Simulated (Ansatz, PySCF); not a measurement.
Wanted: the gas-phase enthalpy of formation of C1CC1 at 298 K. Reaction (SMILES): C1CC1 + 3 C (CH4) → 3 CC (C2H6) [ethane]; bond separation energy.

Structures are relaxed separately at B3LYP-D3(BJ)/def2-TZVP in Ansatz (an electronic-structure program). Valence correlation only, unless marked. Open shells are spin-unrestricted. Spin-orbit coupling is left out. No relativistic terms. Basis-set limits of correlation are two-point, X^-3; Hartree-Fock from the larger set. [CCSD(T)-MP2]/basis is that difference in the basis named. Thermal terms are rigid-rotor harmonic-oscillator values from B3LYP-D3(BJ) frequencies (PySCF) at 298.15 K and 1 atm. 1 Eh = 627.5095 kcal/mol. PBE is always shown; the other two functionals were drawn at random. The atomisation route leaves out scalar relativity and anharmonic zero-point terms, the atoms' spin-orbit terms, and in the frozen-core level the core correlation. Atomic data: G2/97 table in ASE.

Tabulated enthalpies of formation of the partners: C (CH4) -17.8 kcal/mol, ATcT 1.112; CC (C2H6) -20.0 kcal/mol, ATcT 1.112.

```tsv
level	computed ΔH of the reaction (kcal/mol)	ΔHf by atomisation and measured atoms (kcal/mol)
PBE/def2-TZVPD (Ansatz)	-18.5	-1.0
r2SCAN-D4/def2-TZVPD (Ansatz + dftd4)	-19.4	11.8
wB97X-V/def2-TZVPD (Ansatz)	-20.3	12.3
RI-MP2/CBS(cc-pVTZ,cc-pVQZ)+[CCSD(T)-MP2]/cc-pVTZ (Ansatz)	-20.5	14.3
```

Problem. Derive ΔHf from the reaction at each level, and compare how far the levels part by the two routes.

Solution. 
The partners sum to -6.6 kcal/mol (products minus other reactants), so ΔHf = (-6.6 - ΔH):
- PBE/def2-TZVPD: 11.9; errors -0.9 by the reaction, -13.8 by atomisation
- r2SCAN-D4/def2-TZVPD: 12.8; errors +0.0 by the reaction, -1.0 by atomisation
- wB97X-V/def2-TZVPD: 13.7; errors +0.9 by the reaction, -0.5 by atomisation
- RI-MP2/CBS(cc-pVTZ,cc-pVQZ)+[CCSD(T)-MP2]/cc-pVTZ: 13.9; errors +1.1 by the reaction, +1.5 by atomisation
All levels span 2.0 kcal/mol by the reaction and 15.3 by atomisation; without PBE they span 1.1 and 2.5. The errors are against the measured 12.8 kcal/mol (ATcT 1.112).
